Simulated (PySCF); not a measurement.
Gas-phase reaction: 3 CH₃SiH₃ + vinylsilane → CH₃C(CH₃)₂CH₃ + 4 SiH₃

Computed with PySCF (xtb for GFN2) and rigid-rotor harmonic-oscillator thermochemistry at 1 bar. † marks an energy on the PBE0/def2-TZVP geometry and frequencies; other levels use their own. MP2 and CCSD(T) freeze the core. 6-31G* has spherical d functions here. Open shells (unrestricted): SiH₃ (multiplicity 2); the rest are closed-shell singlets. GFN2 has no spin-polarisation term. B3LYP is the form with VWN-RPA correlation. MP2 isn't extrapolated to the basis-set limit. CCSD(T) isn't extrapolated to the basis-set limit.

```json
[
 {"level": "B3LYP/6-31G*", "ΔH°(298 K), kJ": "554"},
 {"level": "BLYP/def2-TZVP†", "ΔH°(298 K), kJ": "(withheld)"},
 {"level": "CCSD(T)/def2-SVP†", "ΔH°(298 K), kJ": "522"},
 {"level": "GFN2-xTB", "ΔH°(298 K), kJ": "481"},
 {"level": "HF/6-31G*", "ΔH°(298 K), kJ": "(withheld)"},
 {"level": "MP2/def2-SVP†", "ΔH°(298 K), kJ": "523"},
 {"level": "PBE/def2-SVP", "ΔH°(298 K), kJ": "542"},
 {"level": "PBE/def2-TZVP†", "ΔH°(298 K), kJ": "(withheld)"},
 {"level": "ωB97M-V/def2-TZVP†", "ΔH°(298 K), kJ": "626"},
 {"level": "ωB97X-V/def2-TZVP†", "ΔH°(298 K), kJ": "(withheld)"}
]
```

### Question
Complete the blanks.

### Answer

- BLYP/def2-TZVP†, ΔH°(298 K), kJ: 592
- HF/6-31G*, ΔH°(298 K), kJ: 441
- PBE/def2-TZVP†, ΔH°(298 K), kJ: 568
- ωB97X-V/def2-TZVP†, ΔH°(298 K), kJ: 613
